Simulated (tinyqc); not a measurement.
Worked calculation: MP2 on RHF in the sto-6g basis, frozen core, for H3O+, spin multiplicity 1. One step of it, computed by the program tinyqc.

Task: Orthogonalisation. S = U s U^T; symmetric (Loewdin) form X = U s^(-1/2) U^T, so that X^T S X = 1.

overlap S:
```
,1O 1s,1O 2s,1O 2px,1O 2py,1O 2pz,2H 1s,3H 1s,4H 1s
1O 1s,1.000000,0.231145,0.000000,0.000000,0.000000,0.037646,0.037709,0.037709
1O 2s,0.231145,1.000000,0.000000,0.000000,0.000000,0.373883,0.374292,0.374292
1O 2px,0.000000,0.000000,1.000000,0.000000,0.000000,0.329789,-0.164991,-0.164991
1O 2py,0.000000,0.000000,0.000000,1.000000,0.000000,0.000000,0.285867,-0.285867
1O 2pz,0.000000,0.000000,0.000000,0.000000,1.000000,-0.020850,-0.020881,-0.020881
2H 1s,0.037646,0.373883,0.329789,0.000000,-0.020850,1.000000,0.131012,0.131012
3H 1s,0.037709,0.374292,-0.164991,0.285867,-0.020881,0.131012,1.000000,0.131092
4H 1s,0.037709,0.374292,-0.164991,-0.285867,-0.020881,0.131012,0.131092,1.000000
```

Give: eigenvalues of S; X.

Result:

eigenvalues of S: 0.434  0.525  0.525  0.981  1.008  1.344  1.344  1.840

X:
```
,1O 1s,1O 2s,1O 2px,1O 2py,1O 2pz,2H 1s,3H 1s,4H 1s
1O 1s,1.023,-0.137,0.000,0.000,0.001,0.016,0.016,0.016
1O 2s,-0.137,1.203,0.000,0.000,-0.010,-0.206,-0.206,-0.206
1O 2px,0.000,0.000,1.080,0.000,0.000,-0.208,0.104,0.104
1O 2py,0.000,0.000,0.000,1.080,0.000,0.000,-0.181,0.181
1O 2pz,0.001,-0.010,0.000,0.000,1.001,0.011,0.011,0.011
2H 1s,0.016,-0.206,-0.208,0.000,0.011,1.120,-0.042,-0.042
3H 1s,0.016,-0.206,0.104,-0.181,0.011,-0.042,1.120,-0.043
4H 1s,0.016,-0.206,0.104,0.181,0.011,-0.042,-0.043,1.120
```
